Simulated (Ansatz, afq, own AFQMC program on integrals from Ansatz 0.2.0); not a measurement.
AFQMC on a folder of integrals that Ansatz 0.2.0 wrote.

```yaml
crystal:
  periodic: [false, false, false]
  atoms:
    - {symbol: Al, position_ang: [0.000000, 0.001957, 0.639111]}
    - {symbol: N, position_ang: [0.000000, -0.048922, -1.097570]}
    - {symbol: H, position_ang: [0.000000, 0.627439, -1.856117]}
basis:
  gaussian: {orbitals: cc-pVDZ}
magnetization: {spin_polarized: true, initial_magnetization: 1}
correlation: {method: ccsd_t, electrons: outside_noble_gas, hamiltonian_folder: ham}
```

```sh
$ ansatz run in.yaml --threads 1 --pin off --events-out ev --progress --plain --max-ram 1382MiB
```

afq runs on the folder ham with

```
--method phaseless --trial cisd --walkers 60 --populations 1 --least-time 40 --time-step 0.005 --steps-per-block 50 --equilibration-blocks 28 --max-blocks 300 --target-error 0.00036 --factor-cut 1e-05 --start spin_pure --seed 8933 --release-times 0.24,0.51,0.99,1.62,2.4 --release-step 0.03 --release-every 4 --taylor-order 6
```

Times are imaginary, in 1/Eh. The walk had a cap of 678 s.

Output of the walk:

```
orbitals 31  electrons 5 4  factors 226 of 362
reference energy -296.90120460 Eh
CCSD correlation -0.21133642 Eh in 19 cycles, weight of the determinant in the CISD state 0.8032
energy of the start -297.103218 Eh
 block  time / (1/Eh)  mean weight  energy / Eh
     1     0.250  1.0027  -297.106881
     2     0.500  0.9988  -297.111149
     3     0.750  1.0017  -297.111083
     4     1.000  1.0014  -297.112634
     5     1.250  1.0017  -297.113166
     9     2.250  0.9988  -297.118360
    33     8.250  0.9980  -297.120556
    65    16.250  1.0004  -297.122884
    97    24.250  0.9997  -297.111720
   129    32.250  0.9999  -297.114855
   145    36.250  1.0009  -297.138578
   161    40.250  1.0001  -297.124550
   193    48.250  0.9995  -297.114090
   225    56.250  1.0000  -297.115831
   257    64.250  1.0014  -297.109073
   289    72.250  1.0003  -297.126158
   321    80.250  1.0003  -297.112944
blocks merged  error / Eh  count
     1  0.000378  300
     2  0.000463  150
     4  0.000556  75
     8  0.000626  37
    16  0.000687  18
    32  0.000473  9
released: time / (1/Eh)  energy / Eh  error  mean overlap
  0.24  -297.120920  0.000741  0.9987
  0.51  -297.121596  0.000570  0.9948
  0.99  -297.122188  0.000843  1.0068
  1.62  -297.122932  0.000734  1.0007
  2.40  -297.122253  0.001229  1.0066
energy -297.120018 +/- 0.000687 Eh
(rows thinned)
```

The run passed its tests (sampling time, drift between the halves within three errors, error under three times the target), which doesn't prove that it has relaxed.

Against this walk (error 18.7 meV) on the same determinant: CCSD(T) 4.1 meV higher (within the noise), CCSDT(Q) 92.8 meV lower. The error is statistical and leaves out the bias of the constraint. The determinant has ⟨S²⟩ = 0.96, so the low cluster orders mix in higher spin (the high orders can go on to a lower state of that spin), while the walk starts as a pure doublet. None of these is a sure reference here. Released to 2.40 1/Eh the energy moves by -61 ± 38 meV (both errors), within twice the noise.

Cautions: constraint bias not in the error; error above the target (18.7 against 9.8 meV); higher spins were not checked; the search met a lower determinant of the same kind, perhaps of another symmetry (26 meV lower), and this one is a saddle point; strong correlation (T1 0.068, weight of the determinant 0.80, largest double 0.08); unrestricted determinant spin contaminated (⟨S²⟩ 0.96 against 0.75); the bias of populations of 60 walkers isn't removed.

The walk took 5.6 min on 1 thread of Intel(R) Xeon(R) Platinum 8259CL CPU @ 2.50GHz (Skylake/Cascade Lake) (shared host). The log's last line is the phaseless energy.

CCSDT and higher add their correlation energy to the determinant of the CCSD(T) run, since their own runs factorise the integrals more tightly (a shift of under 2 meV). A walk keeps the symmetry of its determinant, which the program's search chose and which needn't be the lowest solution, so a lower state of the same spin and another symmetry isn't excluded.
